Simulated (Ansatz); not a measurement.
Species: HS, SMILES `[SH]` (charge 0, multiplicity 2), formula HS.

### Question
How many basis functions does Ansatz (a first-principles code) with frozen-core CCSD(T)/cc-pVTZ // B3LYP-D3(BJ)/def2-TZVP use, how many core orbitals are frozen, and how many electrons are correlated?

### Answer
48 basis functions and 5 frozen orbitals, which leaves 7 correlated electrons. Core time is of the order of seconds.
